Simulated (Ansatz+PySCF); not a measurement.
The numbers below are computed, except where a source is named.
Input for Ansatz (development build ahead of 0.2.0):

```yaml
crystal:
  periodic: [false, false, false]
  atoms:
    - { symbol: H, position_ang: [0.0, -1.24936, -1.29625] }
    - { symbol: C, position_ang: [0.0, -0.16691, -1.22747] }
    - { symbol: C, position_ang: [0.0, 0.47032, 0.0] }
    - { symbol: C, position_ang: [0.0, -0.16691, 1.22747] }
    - { symbol: H, position_ang: [0.0, 0.39182, 2.15457] }
    - { symbol: H, position_ang: [0.0, 0.39182, -2.15457] }
    - { symbol: H, position_ang: [0.0, 1.57859, 0.0] }
    - { symbol: H, position_ang: [0.0, -1.24936, 1.29625] }
basis:
  gaussian: { orbitals: cc-pVTZ }
magnetization:
  spin_polarized: true
  initial_magnetization: 1
hamiltonian:
  xc: hf
correlation:
  method: mp2
  frozen_orbitals: { C: 1, H: 0 }
output:
  forces: true
```

The input is written out in the form of the current development build from the run's settings.

Output:

* Converged: yes
* Reference energy: -116.51084 hartree
* Correlation energy: -0.45679 hartree
* Total energy: -116.96763 hartree
* Spin squared of the determinant: 0.954
* Stability test: minimum
* Occupied orbitals by symmetry in an Abelian subgroup (alpha; beta): 6 A1 1 A2 1 B1 4 B2; 6 A1 1 B1 4 B2

Forces (eV/Å):
| atom | Fx | Fy | Fz |
| --- | --- | --- | --- |
| H1 | 0.000 | 0.173 | 0.068 |
| C2 | 0.000 | 0.112 | 0.307 |
| C3 | 0.000 | 0.394 | 0.000 |
| C4 | 0.000 | 0.112 | -0.307 |
| H5 | 0.000 | -0.061 | -0.183 |
| H6 | 0.000 | -0.061 | 0.183 |
| H7 | 0.000 | -0.842 | 0.000 |
| H8 | 0.000 | 0.173 | -0.068 |

Caution: the unrestricted determinant is spin contaminated; forces differ strongly between restricted and unrestricted references.
